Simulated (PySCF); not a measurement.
# What each rung costs, and what it gives

Saddle point of SiH₂F₂, closed shell (SiH₂F₂ ([F][SiH2][F]) → SiF₂ + H₂; bonds formed: H2–H3; bonds broken: Si1–H2, Si1–H3), PBE0-D4/def2-TZVP structure:

Si1  (-0.230, -0.278, 0.378)
H2  (0.768, 0.159, -1.003)
H3  (0.700, -0.981, -0.538)
F4  (-1.596, 0.287, -0.209)
F5  (0.358, 0.814, 1.372)
(Å)

Barriers are electronic and count from the start structure reached by relaxing down the imaginary mode.

Computed with PySCF 2.14 with density fitting (its default auxiliary sets; JK sets also for MP2 and CCSD(T)) (basis: as named in each row); correlated methods freeze the cores. B3LYP uses VWN-RPA correlation. Extrapolation: Hartree–Fock as exp(−7.88 √X), correlation as X^−2.97.

Times are rough, for one single point on 4 threads of a shared host (Arm Neoverse V1).

The estimate by CCSD(T) at an estimated basis limit (MP2 extrapolated from triple and quadruple zeta, plus CCSD(T) − MP2 in triple zeta) is 3.794 eV.

```csv
method,basis,time (s),barrier (eV),method less estimate
HF,STO-3G,under 1,5.826,2.032
B3LYP-D4,6-31G,2,3.633,-0.162
MP2,def2-QZVPP,2,4.024,0.229
PBE0-D4,def2-SVP,2,3.661,-0.133
PBE-D4,def2-SVP,2,3.334,-0.460
SPW92,def2-TZVPP,3,3.247,-0.547
CCSD(T),def2-SVP,4,3.874,0.079
PBE0-D4,def2-TZVPP,4,3.677,-0.118
B3LYP-D4,def2-TZVPP,4,3.708,-0.086
BHLYP-D4,def2-TZVPP,4,4.073,0.279
PBE-D4,def2-TZVPP,4,3.366,-0.428
BLYP-D4,def2-TZVPP,4,3.459,-0.335
CAM-B3LYP-D4,def2-TZVPP,4,3.881,0.086
r2SCAN-D4,def2-TZVPP,9,3.620,-0.174
wB97M-V,def2-TZVPP,57,3.825,0.031
CCSD(T),def2-TZVPP,58,3.838,0.044
```

All methods are single points on the PBE0-D4 structures.

T1 diagnostic: at most 0.016. The restricted Hartree–Fock reference is unstable towards an unrestricted one at one or more of these structures. A large double-excitation amplitude points to some diradical character; no triplet was computed.

Losses and insertions of silylenes and their heavier kin drive the gas-phase chemistry of silicon and germanium vapour deposition.

Labels in which every atom is bracketed show which atoms are joined, not bond orders.
